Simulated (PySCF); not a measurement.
# SiF2: structure of the singlet

The task is one start of a wider search on SiF2: the singlet, from a bent start. It is relaxed, tested by its Hessian and followed downhill if it is a saddle.

Computed with PySCF 2.14.0. Level: B3LYP, basis Si def2-TZVP, F def2-TZVP, no relativity, density fitting.

### Step 1. Starting geometry

3 atoms, charge 0, spin multiplicity 1.

Bond lengths: Si1–F2 1.800 Å, Si1–F3 1.800 Å. Angles: F2–Si1–F3 110.0°.

Coordinates in bohr (charge 0 multiplicity 1):
```
Si    0.0000    0.0000    0.0000
F     2.7864    0.0000    1.9510
F    -2.7864    0.0000    1.9510
```

### Step 2. Finding the electronic state

The steps below are one call of a driver around PySCF. For each, scf.py gives the equivalent set-up of the SCF; relaxations use the driver's own optimiser. After this first run the driver tries any further starts and a stability analysis.

The input, scf.py:

```python
from pyscf import gto, scf, dft
mol = gto.M(atom='''
Si     0.000000     0.000000     0.000000
F      1.474500     0.000000     1.032400
F     -1.474500     0.000000     1.032400''',
    basis={'Si': 'def2-TZVP', 'F': 'def2-TZVP'},
    charge=0, spin=0)
mf = dft.RKS(mol, xc='B3LYP')
mf.grids.atom_grid = (50, 194)
aux = {'Si': 'def2-universal-JKFIT', 'F': 'def2-universal-JKFIT'}
mf = mf.density_fit(auxbasis=aux)
mf.conv_tol = 1e-08
mf.diis_space = 10
mf.max_cycle = 60
mf.init_guess = 'minao'
mf.verbose = 4
mf.kernel()
```

Run with:

```bash
$ OMP_NUM_THREADS=2 python axn.py task.json out
```

Standard output:

```text
init E= -489.182687623687
  HOMO = -0.297709378843635  LUMO = -0.103169723548888  gap/eV = 5.29369
cycle= 1 E= -489.210177267795  delta_E= -0.0275  |g|= 0.919  |ddm|= 1.26
  HOMO = -0.236053108637664  LUMO = -0.125648509853569  gap/eV = 3.00426
cycle= 2 E= -488.318131076323  delta_E= 0.892  |g|= 2.47  |ddm|= 1.52
  HOMO = -0.32147434515025  LUMO = -0.121024459965312  gap/eV = 5.45452
cycle= 3 E= -489.364059313936  delta_E= -1.05  |g|= 0.0345  |ddm|= 1.05
  HOMO = -0.323609723034679  LUMO = -0.120455361813612  gap/eV = 5.52811
cycle= 4 E= -489.364189920831  delta_E= -0.000131  |g|= 0.0254  |ddm|= 0.0634
  HOMO = -0.322695469478774  LUMO = -0.119444328392234  gap/eV = 5.53075
cycle= 5 E= -489.364314146183  delta_E= -0.000124  |g|= 0.00376  |ddm|= 0.0148
  HOMO = -0.322384737249898  LUMO = -0.118974824417045  gap/eV = 5.53507
cycle= 6 E= -489.364317257883  delta_E= -3.11e-06  |g|= 0.000466  |ddm|= 0.00385
  HOMO = -0.322487166270129  LUMO = -0.119076404660419  gap/eV = 5.53509
cycle= 7 E= -489.364317302937  delta_E= -4.51e-08  |g|= 0.000113  |ddm|= 0.000609
  HOMO = -0.322473896663972  LUMO = -0.119070893136048  gap/eV = 5.53488
cycle= 8 E= -489.364317304892  delta_E= -1.96e-09  |g|= 2.79e-05  |ddm|= 6.79e-05
  HOMO = -0.322474258610399  LUMO = -0.119072696468329  gap/eV = 5.53484
Extra cycle  E= -489.364317304582  delta_E= 3.1e-10  |g|= 5.39e-05  |ddm|= 4.25e-05
converged SCF energy = -489.364317304582
```

This step, with its further starts and checks, ran for 6.5 s (2 threads of Arm Neoverse V1, shared host).

Energies from each starting density:

```csv
start,energy (Eh)
the minimal-basis guess,-489.364317
a thermally smeared density,-489.364317
a smeared PBE density,-489.364317
```

No lower closed-shell solution turned up from the other starts or in the test of internal stability.

### Step 3. Relaxing the singlet from the bent start

The program finds C2v symmetry in the start, which this walk keeps. The walk stops when the largest gradient is under 0.0003 Eh/bohr and the energy has settled too.

scf.py, as its differences from that of step 2:

```diff
@@ -3,3 +3,3 @@
-Si     0.000000     0.000000     0.000000
-F      1.474500     0.000000     1.032400
-F     -1.474500     0.000000     1.032400''',
+Si     0.000000     0.000000    -0.594599
+F      1.474500     0.000000     0.437801
+F     -1.474500     0.000000     0.437801''',
@@ -15 +14,0 @@
-mf.init_guess = 'minao'
```

The optimiser's trace:

```csv
step,energy (Eh),change (kJ/mol),largest symmetric gradient (Eh/bohr)
0,-489.364317,0.00,0.06520
1,-489.394695,-79.76,0.01725
2,-489.394963,-80.46,0.01463
3,-489.397111,-86.10,0.00622
4,-489.397128,-86.14,0.00534
5,-489.397185,-86.29,0.00008
6,-489.397185,-86.29,0.00000
```

The walk took 6.1 s.

It settles in C2v symmetry, 86.3 kJ/mol below the start, after 6 steps: Si–F 1.609 Å (×2); F–Si–F 100.5°.

### Step 4. Vibrations and properties at this point

The point is checked on the finer grid, and tightened if its gradient asks for it. The Hessian and the dipole derivatives come from central differences of analytic gradients, with steps of 0.02 bohr.

scf.py, as its differences from that of step 3:

```diff
@@ -3,3 +3,3 @@
-Si     0.000000     0.000000    -0.594599
-F      1.474500     0.000000     0.437801
-F     -1.474500     0.000000     0.437801''',
+Si     0.000000     0.000000    -0.590301
+F      1.239930     0.000000     0.435172
+F     -1.239930     0.000000     0.435172''',
@@ -9 +9 @@
-mf.grids.atom_grid = (50, 194)
+mf.grids.atom_grid = (75, 302)
@@ -12 +12 @@
-mf.conv_tol = 1e-08
+mf.conv_tol = 1e-10
```

The driver hands on the density of the step before, so the log starts near convergence.

Log of the central SCF (cycles and frontier levels):

```text
init E= -489.397133874371
  HOMO = -0.29953712739718  LUMO = -0.0872826924103194  gap/eV = 5.77574
cycle= 1 E= -489.397133874372  delta_E= -9.09e-13  |g|= 4.35e-06  |ddm|= 2.9e-06
  HOMO = -0.299537122862191  LUMO = -0.0872827286862758  gap/eV = 5.77574
Extra cycle  E= -489.397133874365  delta_E= 6.71e-12  |g|= 7.5e-06  |ddm|= 4.61e-06
converged SCF energy = -489.397133874365
```

The whole step took 16 s.

Geometry: C2v; Si–F 1.609 Å (×2); F–Si–F 100.8°.

Harmonic modes (main isotopes):

| symmetry | ω (cm⁻¹) | IR (km/mol) | type |
| --- | --- | --- | --- |
| a1 | 332 | 17.2 | bend |
| a1 | 838 | 131 | stretch |
| b2 | 853 | 174 | stretch |

All wavenumbers are real: a minimum.

Constants and moments:

- Dipole moment: 1.21 D
- Highest occupied level: -8.15 eV
- Lowest empty level: -2.38 eV
- Rotational constants: 0.9949, 0.2886, 0.2237 cm⁻¹
- Zero-point energy: 12.1 kJ/mol
- Principal polarisabilities: 24.6, 26.5, 27.7 bohr³
- Atomisation energy without zero-point energy: 1220 kJ/mol
- Principal traceless quadrupole moments about the centre of mass: -3.38, -0.92, 4.30 D Å
- Entropy at 298.15 K and 1 bar: 257.2 J/(mol K)
- Heat capacity Cp at 298.15 K: 44.8 J/(mol K)
- Enthalpy at 298.15 K above 0 K: 11.27 kJ/mol
- Rotational symmetry number: 2

Populations by atom (charges in e):

```
atom  Mulliken  Löwdin  polar tensor  Mayer order to Si1
 Si1      0.56    0.05          1.10                   –
F2,3     -0.28   -0.02         -0.55                1.07
```

Mulliken populations on Si1: s 5.89, p 7.09, d 0.37, f 0.09.

### Step 5. Stability of the closed shell

At the lowest minimum the closed shell is tested against spin polarisation, on the (50, 194) grid. It is stable.

### Step 6. Results

| quantity | value |
| --- | --- |
| minimum | singlet, C2v |
| geometry | Si–F 1.609 Å (×2); F–Si–F 100.8° |
| wavenumbers (cm⁻¹) | 332 (a1), 838 (a1), 853 (b2) |
| dipole moment | 1.21 D |
| highest occupied, lowest empty level | -8.15, -2.38 eV |
| polar-tensor charge of Si1 | +1.10 e |
| zero-point energy | 12.1 kJ/mol |
| entropy at 298.15 K | 257.2 J/(mol K) |
| atomisation energy (no zero-point energy) | 1220 kJ/mol |

What this shows: The molecule stays C2v, as typed, and the end point is a minimum. In the infrared the band at 853 cm⁻¹ (b2, stretch) leads. Only this shape and spin were tried, so other structures or states may lie lower.

The search up to here ran for 31 s (2 threads of Arm Neoverse V1, shared host).
